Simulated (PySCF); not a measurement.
# Working out the ionisation energy of O

O [He] 2s2 2p4 (3P) → O⁺ [He] 2s2 2p3 (4S). Computed with PySCF 2.14 in dyall-av2z (11s7p2d, 42 functions), with no relativity, point nucleus. Frozen: 1s2; the 8 highest virtual orbitals dropped. Energies in hartree (1 hartree = 27.21139 eV):

```csv
part,O (lower),O⁺ (upper)
UHF,-74.814601,-74.374289
CCSD correlation,-0.142029,-0.101038
(T),-0.002458,-0.000970
```

**Question.** What does Hartree-Fock give?

**Answer.** (-74.374289) − (-74.814601) = 0.440312 hartree = 11.981 eV.

**Question.** What do CCSD and CCSD(T) give?

**Answer.** The CCSD correlation energies differ by 0.040991 hartree = 1.115 eV and the triples by 0.001488 hartree = 0.040 eV, so CCSD gives 13.096 eV and CCSD(T) 13.136 eV.

Measured between the centres of the two terms (NIST): 13.608 eV, so CCSD(T) (valence) is off by -0.472 eV.

A double-zeta basis recovers only part of the correlation energy.

What remains against the reference includes basis incompleteness, the frozen core and higher excitations.
